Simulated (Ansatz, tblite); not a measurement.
Cost and result up the ladder for H2S4 (6 atoms). Total charge 0; singlet. Geometry: PBE0-D4/def2-SVP.

```xyz
6

S    -1.961    0.067   -1.276
S    -0.201    1.118   -0.987
S     0.171    1.100    1.051
S     1.058   -0.729    1.461
H    -1.399   -1.161   -1.394
H     2.332   -0.395    1.144
```

Ansatz on 4 threads of Intel Xeon on a shared host; xTB runs through tblite on one thread. Times are rough, summed over both states, and most runs start from the orbitals of an earlier one. PBE0-D4/def2-TZVP serves as the yardstick here, not as an exact answer. The other state is a triplet.

The xTB rows come from tblite.

xTB has no spin-polarisation term.

```csv
level,functions,wall time,vertical triplet (eV),difference from PBE0-D4/def2-TZVP (eV)
GFN1-xTB,40,0.035 s,3.93,0.09
GFN2-xTB,38,0.039 s,3.33,-0.50
PBE-D4/def2-TZVP,160,6.5 s,3.49,-0.35
PBE0-D4/def2-TZVP,160,22 s,3.84,0.00
r2SCAN-D4/def2-TZVP (with forces),160,25 s,3.63,-0.20
```
